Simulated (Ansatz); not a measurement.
Input for Ansatz (development build ahead of 0.2.0):

```yaml
crystal:
  periodic: [false, false, false]
  atoms:
    - { symbol: C, position_ang: [0.03579, -0.03686, -0.62291] }
    - { symbol: O, position_ang: [0.02019, -0.044, 0.62147] }
    - { symbol: H, position_ang: [-0.03452, 0.7887, 0.91752] }
    - { symbol: H, position_ang: [0.03869, -0.95251, -1.03507] }
    - { symbol: H, position_ang: [-0.38044, 0.73696, -1.11673] }
basis:
  gaussian: { orbitals: def2-TZVP }
magnetization:
  spin_polarized: true
  initial_magnetization: 1
hamiltonian:
  xc: hf
```

The input is written out in the form of the current development build from the run's settings.

The run gave:

```
Converged                       : yes
Total energy                    : -114.44215 hartree
Spin squared of the determinant : 0.760
```
